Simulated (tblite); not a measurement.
A geometry optimisation, step by step.

Compound: C3H6NS (doublet state).
SMILES with atom numbers: `[CH3:1][CH:2][C:3]([NH2:4])=[S:5]` (hydrogens: H6, H7, H8 on C1; H9 on C2; H10, H11 on N4)
Bond orders are those of one Lewis drawing.

Computed with GFN2-xTB (tblite), gas phase: L-BFGS steps from a force-field or distance-geometry start until the largest atomic force falls under 0.01 eV/Å. 13 of its 56 geometries are shown.

Step 0: E = -424.0145 eV, largest atomic force 3.853 eV/Å
```
atom  x, y, z in Å  |  force x, y, z in eV/Å
C1     -1.354   -0.533   -0.323   -0.522   0.430  -0.019
C2     -0.588    0.714   -0.576    2.990   0.263  -0.124
C3      0.892    0.753   -0.651   -3.757  -0.815   0.261
N4      1.526   -0.422   -0.508    0.556  -1.013   0.147
S5      1.772    2.136   -0.920    0.087   0.508  -0.077
H6     -1.201   -1.262   -1.122    0.120  -0.096   0.118
H7     -2.432   -0.297   -0.304    0.452  -0.113   0.030
H8     -1.092   -0.972    0.645    0.044  -0.081  -0.173
H9     -1.115    1.641   -0.686    0.079   0.103  -0.033
H10     1.061   -1.314   -0.327    0.143   0.735  -0.133
H11     2.536   -0.441   -0.555   -0.193   0.078   0.003
```

Step 5: E = -424.2732 eV, largest atomic force 0.195 eV/Å
```
atom  x, y, z in Å  |  force x, y, z in eV/Å
C1     -1.351   -0.510   -0.329   -0.122  -0.139   0.040
C2     -0.549    0.716   -0.571    0.104  -0.003  -0.021
C3      0.821    0.706   -0.645    0.034   0.023   0.006
N4      1.531   -0.439   -0.505   -0.002  -0.107   0.007
S5      1.728    2.129   -0.916   -0.123   0.115  -0.018
H6     -1.189   -1.258   -1.105    0.065  -0.032  -0.095
H7     -2.410   -0.286   -0.304   -0.103   0.094  -0.012
H8     -1.088   -0.973    0.622    0.065  -0.028   0.103
H9     -1.077    1.642   -0.690    0.052   0.185  -0.032
H10     1.059   -1.303   -0.328    0.007  -0.163   0.026
H11     2.531   -0.421   -0.557    0.023   0.054  -0.005
```

Step 9: E = -424.2823 eV, largest atomic force 0.095 eV/Å
```
atom  x, y, z in Å  |  force x, y, z in eV/Å
C1     -1.357   -0.513   -0.327    0.001   0.030  -0.001
C2     -0.549    0.714   -0.571   -0.012  -0.015   0.001
C3      0.820    0.695   -0.644   -0.006   0.015   0.003
N4      1.530   -0.452   -0.504    0.000   0.016  -0.011
S5      1.697    2.139   -0.917   -0.031   0.005  -0.004
H6     -1.180   -1.258   -1.109   -0.044   0.041   0.013
H7     -2.415   -0.273   -0.305    0.006  -0.038   0.000
H8     -1.082   -0.975    0.626   -0.043   0.024  -0.015
H9     -1.054    1.657   -0.694    0.027  -0.025   0.004
H10     1.063   -1.321   -0.326    0.095  -0.008  -0.002
H11     2.531   -0.411   -0.558    0.006  -0.045   0.012
```

Step 14: E = -424.2844 eV, largest atomic force 0.051 eV/Å
```
atom  x, y, z in Å  |  force x, y, z in eV/Å
C1     -1.361   -0.510   -0.326   -0.011   0.004  -0.004
C2     -0.548    0.712   -0.570   -0.007   0.008   0.006
C3      0.820    0.693   -0.643   -0.007  -0.044   0.002
N4      1.535   -0.452   -0.508    0.035  -0.003  -0.010
S5      1.682    2.143   -0.918    0.025   0.016  -0.005
H6     -1.188   -1.251   -1.110   -0.009  -0.022  -0.013
H7     -2.420   -0.276   -0.305   -0.034   0.030   0.000
H8     -1.090   -0.971    0.626   -0.011  -0.012   0.015
H9     -1.045    1.659   -0.694   -0.012  -0.010   0.005
H10     1.085   -1.329   -0.325   -0.007   0.000   0.005
H11     2.536   -0.416   -0.555    0.039   0.033  -0.002
```

Step 18: E = -424.2854 eV, largest atomic force 0.050 eV/Å
```
atom  x, y, z in Å  |  force x, y, z in eV/Å
C1     -1.369   -0.508   -0.327   -0.003  -0.016   0.007
C2     -0.548    0.709   -0.568    0.013  -0.034  -0.010
C3      0.822    0.686   -0.643    0.007   0.038  -0.002
N4      1.547   -0.454   -0.512   -0.021   0.011  -0.012
S5      1.678    2.143   -0.919    0.006  -0.020   0.002
H6     -1.197   -1.251   -1.111   -0.019   0.002   0.014
H7     -2.428   -0.270   -0.305    0.027   0.025  -0.009
H8     -1.101   -0.970    0.627   -0.018  -0.013  -0.006
H9     -1.044    1.657   -0.693    0.026  -0.020   0.009
H10     1.098   -1.331   -0.323    0.024   0.000   0.006
H11     2.549   -0.410   -0.554   -0.041   0.028   0.002
```

Step 23: E = -424.2867 eV, largest atomic force 0.024 eV/Å
```
atom  x, y, z in Å  |  force x, y, z in eV/Å
C1     -1.379   -0.510   -0.326    0.017   0.005  -0.004
C2     -0.544    0.698   -0.567   -0.010   0.022   0.003
C3      0.824    0.682   -0.644   -0.009  -0.016  -0.006
N4      1.557   -0.453   -0.524    0.000  -0.008  -0.019
S5      1.675    2.140   -0.920    0.006   0.018   0.001
H6     -1.217   -1.254   -1.109   -0.008  -0.017  -0.003
H7     -2.433   -0.251   -0.308    0.009   0.000  -0.001
H8     -1.122   -0.976    0.628   -0.003  -0.011   0.005
H9     -1.035    1.649   -0.688   -0.011   0.017   0.002
H10     1.123   -1.334   -0.317   -0.001  -0.006   0.017
H11     2.558   -0.389   -0.552    0.010  -0.004   0.006
```

Step 28: E = -424.2871 eV, largest atomic force 0.050 eV/Å
```
atom  x, y, z in Å  |  force x, y, z in eV/Å
C1     -1.379   -0.510   -0.327   -0.019  -0.007   0.002
C2     -0.545    0.699   -0.566    0.028  -0.021  -0.004
C3      0.823    0.680   -0.647    0.024   0.029  -0.006
N4      1.558   -0.456   -0.536   -0.003  -0.005  -0.027
S5      1.676    2.142   -0.918   -0.026  -0.041   0.011
H6     -1.223   -1.257   -1.109    0.014   0.020   0.001
H7     -2.432   -0.246   -0.310   -0.009  -0.008   0.003
H8     -1.127   -0.980    0.627    0.010   0.014  -0.010
H9     -1.036    1.650   -0.685    0.003  -0.006   0.006
H10     1.129   -1.334   -0.309    0.002   0.027   0.015
H11     2.560   -0.386   -0.549   -0.023  -0.003   0.008
```

Step 32: E = -424.2908 eV, largest atomic force 0.071 eV/Å
```
atom  x, y, z in Å  |  force x, y, z in eV/Å
C1     -1.377   -0.510   -0.331    0.026  -0.015   0.005
C2     -0.544    0.699   -0.570    0.037   0.011  -0.004
C3      0.822    0.680   -0.662    0.022  -0.011  -0.029
N4      1.548   -0.473   -0.614   -0.005  -0.016   0.016
S5      1.678    2.144   -0.906   -0.022  -0.046   0.010
H6     -1.213   -1.259   -1.108   -0.026   0.024  -0.061
H7     -2.430   -0.246   -0.310    0.015  -0.047   0.006
H8     -1.112   -0.981    0.618   -0.034   0.017   0.052
H9     -1.038    1.651   -0.667    0.012   0.016   0.008
H10     1.123   -1.310   -0.252   -0.008   0.028   0.007
H11     2.547   -0.393   -0.526   -0.017   0.038  -0.010
```

Step 37: E = -424.2919 eV, largest atomic force 0.014 eV/Å
```
atom  x, y, z in Å  |  force x, y, z in eV/Å
C1     -1.375   -0.512   -0.331   -0.007  -0.002  -0.001
C2     -0.543    0.698   -0.570    0.003   0.001   0.002
C3      0.823    0.677   -0.666    0.000   0.009  -0.006
N4      1.549   -0.476   -0.620   -0.008   0.005   0.004
S5      1.678    2.142   -0.904    0.002  -0.013  -0.004
H6     -1.216   -1.255   -1.114    0.004   0.005   0.004
H7     -2.429   -0.251   -0.309   -0.004  -0.008   0.001
H8     -1.117   -0.979    0.623   -0.003  -0.006  -0.012
H9     -1.035    1.651   -0.664    0.005   0.009   0.006
H10     1.123   -1.306   -0.245    0.004  -0.004   0.013
H11     2.546   -0.387   -0.526    0.004   0.004  -0.006
```

Step 41: E = -424.2921 eV, largest atomic force 0.023 eV/Å
```
atom  x, y, z in Å  |  force x, y, z in eV/Å
C1     -1.376   -0.511   -0.332    0.006   0.008  -0.004
C2     -0.543    0.699   -0.570   -0.008   0.007   0.002
C3      0.822    0.677   -0.669   -0.002  -0.015   0.017
N4      1.548   -0.476   -0.622    0.008  -0.008   0.007
S5      1.679    2.139   -0.906    0.004   0.007  -0.012
H6     -1.215   -1.254   -1.116    0.002  -0.006  -0.009
H7     -2.430   -0.254   -0.309   -0.006   0.008  -0.005
H8     -1.118   -0.981    0.621    0.006  -0.007   0.004
H9     -1.032    1.654   -0.661   -0.008  -0.001   0.005
H10     1.124   -1.304   -0.237    0.010   0.010   0.004
H11     2.546   -0.385   -0.527   -0.012  -0.005  -0.009
```

Step 46: E = -424.2923 eV, largest atomic force 0.029 eV/Å
```
atom  x, y, z in Å  |  force x, y, z in eV/Å
C1     -1.377   -0.511   -0.334   -0.004  -0.013   0.001
C2     -0.545    0.701   -0.567    0.013  -0.012   0.014
C3      0.821    0.676   -0.665    0.005   0.025  -0.014
N4      1.546   -0.477   -0.619   -0.011   0.009  -0.001
S5      1.682    2.136   -0.914   -0.015  -0.008   0.000
H6     -1.213   -1.251   -1.120   -0.003   0.014   0.002
H7     -2.432   -0.255   -0.311    0.018   0.001  -0.003
H8     -1.118   -0.985    0.617   -0.006   0.010  -0.011
H9     -1.033    1.657   -0.654   -0.002  -0.009   0.002
H10     1.129   -1.303   -0.225   -0.013  -0.016   0.014
H11     2.544   -0.384   -0.535    0.018  -0.002  -0.003
```

Step 50: E = -424.2925 eV, largest atomic force 0.016 eV/Å
```
atom  x, y, z in Å  |  force x, y, z in eV/Å
C1     -1.376   -0.511   -0.335    0.004   0.006   0.001
C2     -0.544    0.701   -0.562   -0.001   0.004  -0.003
C3      0.821    0.676   -0.665    0.002  -0.012  -0.003
N4      1.545   -0.478   -0.617    0.008  -0.004   0.007
S5      1.681    2.134   -0.920    0.001   0.015  -0.003
H6     -1.212   -1.247   -1.125    0.003  -0.005  -0.003
H7     -2.431   -0.256   -0.314   -0.007   0.007   0.000
H8     -1.118   -0.987    0.614   -0.004  -0.014   0.005
H9     -1.034    1.657   -0.649    0.001  -0.003   0.002
H10     1.130   -1.301   -0.214    0.001   0.016  -0.002
H11     2.544   -0.384   -0.541   -0.008  -0.009  -0.002
```

Step 55: E = -424.2926 eV, largest atomic force 0.009 eV/Å
```
atom  x, y, z in Å  |  force x, y, z in eV/Å
C1     -1.376   -0.511   -0.336   -0.003  -0.005   0.000
C2     -0.543    0.701   -0.560    0.002  -0.003   0.001
C3      0.821    0.676   -0.665    0.001   0.009   0.002
N4      1.545   -0.479   -0.617   -0.001   0.006  -0.004
S5      1.680    2.135   -0.925   -0.003  -0.005  -0.001
H6     -1.211   -1.245   -1.128   -0.002   0.001   0.002
H7     -2.431   -0.254   -0.316    0.004  -0.004   0.001
H8     -1.121   -0.992    0.612   -0.003   0.001  -0.003
H9     -1.034    1.656   -0.644    0.005   0.003  -0.001
H10     1.131   -1.298   -0.204   -0.006  -0.003   0.002
H11     2.544   -0.386   -0.545    0.008  -0.001   0.000
```

Problem. Summarise the path.

Solution. The energy falls by 6.41 kcal/mol from step 0 to step 55; nine tenths of that is first reached at step 4. It falls at every step. The largest force goes from 3.853 to 0.009 eV/Å. Among the bonds C2–C3 changes most, from 1.483 to 1.369 Å; the atoms move by 0.083 Å rms after alignment.

Problem. Follow the three bonds and two angles with the largest change from start to end.

Solution. 
```json
{"step": "0", "E above end (kcal/mol)": "6.41", "largest force (eV/Å)": "3.853", "C2–C3 (Å)": "1.483", "C3=S5 (Å)": "1.662", "C3–N4 (Å)": "1.343", "C2–C3–N4 (°)": "116.3", "C3–N4–H10 (°)": "124.6"}
{"step": "2", "E above end (kcal/mol)": "1.06", "largest force (eV/Å)": "0.453", "C2–C3 (Å)": "1.375", "C3=S5 (Å)": "1.723", "C3–N4 (Å)": "1.360", "C2–C3–N4 (°)": "120.4", "C3–N4–H10 (°)": "121.0"}
{"step": "5", "E above end (kcal/mol)": "0.45", "largest force (eV/Å)": "0.195", "C2–C3 (Å)": "1.372", "C3=S5 (Å)": "1.709", "C3–N4 (Å)": "1.355", "C2–C3–N4 (°)": "121.6", "C3–N4–H10 (°)": "120.1"}
{"step": "7", "E above end (kcal/mol)": "0.28", "largest force (eV/Å)": "0.170", "C2–C3 (Å)": "1.371", "C3=S5 (Å)": "1.704", "C3–N4 (Å)": "1.356", "C2–C3–N4 (°)": "121.8", "C3–N4–H10 (°)": "120.2"}
{"step": "10", "E above end (kcal/mol)": "0.22", "largest force (eV/Å)": "0.073", "C2–C3 (Å)": "1.371", "C3=S5 (Å)": "1.713", "C3–N4 (Å)": "1.356", "C2–C3–N4 (°)": "122.0", "C3–N4–H10 (°)": "120.7"}
{"step": "12", "E above end (kcal/mol)": "0.20", "largest force (eV/Å)": "0.061", "C2–C3 (Å)": "1.370", "C3=S5 (Å)": "1.712", "C3–N4 (Å)": "1.356", "C2–C3–N4 (°)": "122.1", "C3–N4–H10 (°)": "121.3"}
{"step": "14", "E above end (kcal/mol)": "0.19", "largest force (eV/Å)": "0.051", "C2–C3 (Å)": "1.371", "C3=S5 (Å)": "1.709", "C3–N4 (Å)": "1.357", "C2–C3–N4 (°)": "122.2", "C3–N4–H10 (°)": "121.3"}
{"step": "17", "E above end (kcal/mol)": "0.17", "largest force (eV/Å)": "0.046", "C2–C3 (Å)": "1.371", "C3=S5 (Å)": "1.710", "C3–N4 (Å)": "1.357", "C2–C3–N4 (°)": "122.7", "C3–N4–H10 (°)": "120.9"}
{"step": "19", "E above end (kcal/mol)": "0.16", "largest force (eV/Å)": "0.063", "C2–C3 (Å)": "1.371", "C3=S5 (Å)": "1.714", "C3–N4 (Å)": "1.357", "C2–C3–N4 (°)": "122.9", "C3–N4–H10 (°)": "120.9"}
{"step": "22", "E above end (kcal/mol)": "0.14", "largest force (eV/Å)": "0.034", "C2–C3 (Å)": "1.371", "C3=S5 (Å)": "1.712", "C3–N4 (Å)": "1.357", "C2–C3–N4 (°)": "123.0", "C3–N4–H10 (°)": "121.2"}
{"step": "24", "E above end (kcal/mol)": "0.13", "largest force (eV/Å)": "0.030", "C2–C3 (Å)": "1.371", "C3=S5 (Å)": "1.711", "C3–N4 (Å)": "1.357", "C2–C3–N4 (°)": "123.0", "C3–N4–H10 (°)": "121.3"}
{"step": "26", "E above end (kcal/mol)": "0.13", "largest force (eV/Å)": "0.024", "C2–C3 (Å)": "1.371", "C3=S5 (Å)": "1.712", "C3–N4 (Å)": "1.357", "C2–C3–N4 (°)": "123.1", "C3–N4–H10 (°)": "121.3"}
{"step": "29", "E above end (kcal/mol)": "0.12", "largest force (eV/Å)": "0.113", "C2–C3 (Å)": "1.371", "C3=S5 (Å)": "1.717", "C3–N4 (Å)": "1.358", "C2–C3–N4 (°)": "123.2", "C3–N4–H10 (°)": "121.1"}
{"step": "31", "E above end (kcal/mol)": "0.09", "largest force (eV/Å)": "0.181", "C2–C3 (Å)": "1.370", "C3=S5 (Å)": "1.719", "C3–N4 (Å)": "1.361", "C2–C3–N4 (°)": "123.2", "C3–N4–H10 (°)": "120.5"}
{"step": "33", "E above end (kcal/mol)": "0.03", "largest force (eV/Å)": "0.076", "C2–C3 (Å)": "1.370", "C3=S5 (Å)": "1.711", "C3–N4 (Å)": "1.363", "C2–C3–N4 (°)": "122.7", "C3–N4–H10 (°)": "119.6"}
{"step": "36", "E above end (kcal/mol)": "0.02", "largest force (eV/Å)": "0.016", "C2–C3 (Å)": "1.369", "C3=S5 (Å)": "1.712", "C3–N4 (Å)": "1.363", "C2–C3–N4 (°)": "122.8", "C3–N4–H10 (°)": "119.2"}
{"step": "38", "E above end (kcal/mol)": "0.01", "largest force (eV/Å)": "0.014", "C2–C3 (Å)": "1.369", "C3=S5 (Å)": "1.712", "C3–N4 (Å)": "1.363", "C2–C3–N4 (°)": "122.8", "C3–N4–H10 (°)": "119.0"}
{"step": "41", "E above end (kcal/mol)": "0.01", "largest force (eV/Å)": "0.023", "C2–C3 (Å)": "1.369", "C3=S5 (Å)": "1.711", "C3–N4 (Å)": "1.363", "C2–C3–N4 (°)": "122.8", "C3–N4–H10 (°)": "119.0"}
{"step": "43", "E above end (kcal/mol)": "0.01", "largest force (eV/Å)": "0.017", "C2–C3 (Å)": "1.369", "C3=S5 (Å)": "1.712", "C3–N4 (Å)": "1.363", "C2–C3–N4 (°)": "122.8", "C3–N4–H10 (°)": "119.1"}
{"step": "45", "E above end (kcal/mol)": "0.01", "largest force (eV/Å)": "0.022", "C2–C3 (Å)": "1.370", "C3=S5 (Å)": "1.713", "C3–N4 (Å)": "1.363", "C2–C3–N4 (°)": "122.9", "C3–N4–H10 (°)": "119.2"}
{"step": "48", "E above end (kcal/mol)": "0.00", "largest force (eV/Å)": "0.021", "C2–C3 (Å)": "1.369", "C3=S5 (Å)": "1.712", "C3–N4 (Å)": "1.364", "C2–C3–N4 (°)": "122.9", "C3–N4–H10 (°)": "119.2"}
{"step": "50", "E above end (kcal/mol)": "0.00", "largest force (eV/Å)": "0.016", "C2–C3 (Å)": "1.369", "C3=S5 (Å)": "1.712", "C3–N4 (Å)": "1.364", "C2–C3–N4 (°)": "122.8", "C3–N4–H10 (°)": "119.2"}
{"step": "53", "E above end (kcal/mol)": "0.00", "largest force (eV/Å)": "0.010", "C2–C3 (Å)": "1.369", "C3=S5 (Å)": "1.712", "C3–N4 (Å)": "1.364", "C2–C3–N4 (°)": "122.8", "C3–N4–H10 (°)": "119.2"}
{"step": "55", "E above end (kcal/mol)": "0.00", "largest force (eV/Å)": "0.009", "C2–C3 (Å)": "1.369", "C3=S5 (Å)": "1.712", "C3–N4 (Å)": "1.364", "C2–C3–N4 (°)": "122.8", "C3–N4–H10 (°)": "119.1"}
```

The cost below is that of the whole relaxation. Hardware: one thread of an Intel Xeon at 2.70 GHz, shared host. Cost: 0.39 s wall.
